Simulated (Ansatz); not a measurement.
Reaction: CH2NO (SMILES N[C]=O, doublet) → CH2NO (SMILES C(=O)[NH], doublet)
Each species at its own B3LYP-D3(BJ)/def2-TZVP minimum (Ansatz, a first-principles code), one conformer.

Property: isomerisation energy (electronic), in kcal/mol. UHF or UKS for unpaired electrons; spin-orbit terms are left out. CBS(X,Y): correlation extrapolated as X^-3, Hartree-Fock from the larger set. A bracket is a step between two methods taken in the basis named. Functionals run without relativity, which enters their misses. Double hybrids freeze cores in their MP2 part. 'core' is core correlation in cc-pwCVTZ, 'X2C' scalar relativity in cc-pVTZ-DK, both at CCSD(T).

CCSD(T)/CBS(cc-pVTZ,cc-pVQZ) + [CCSDT(Q) - CCSD(T)]/cc-pVDZ + core + X2C (Ansatz) gives 23.3 kcal/mol.

**Question.** How far off this value is PBE/def2-TZVPD (Ansatz), in which direction, and which of these levels come nearer: PBE0/def2-TZVPD, wB97M-V/def2-TZVPD, B2PLYP/def2-TZVPD, CCSD(T)/CBS(cc-pVTZ,cc-pVQZ) + core + X2C?

**Answer.** PBE gives 25.0 kcal/mol, 1.7 kcal/mol above it. Differences of the others: PBE0/def2-TZVPD (Ansatz) 0.3; wB97M-V/def2-TZVPD (Ansatz) 0.0; B2PLYP/def2-TZVPD (Ansatz) 0.5; CCSD(T)/CBS(cc-pVTZ,cc-pVQZ) + core + X2C (Ansatz) 0.0 kcal/mol. Nearer than PBE: PBE0/def2-TZVPD, wB97M-V/def2-TZVPD, B2PLYP/def2-TZVPD, CCSD(T)/CBS(cc-pVTZ,cc-pVQZ) + core + X2C.
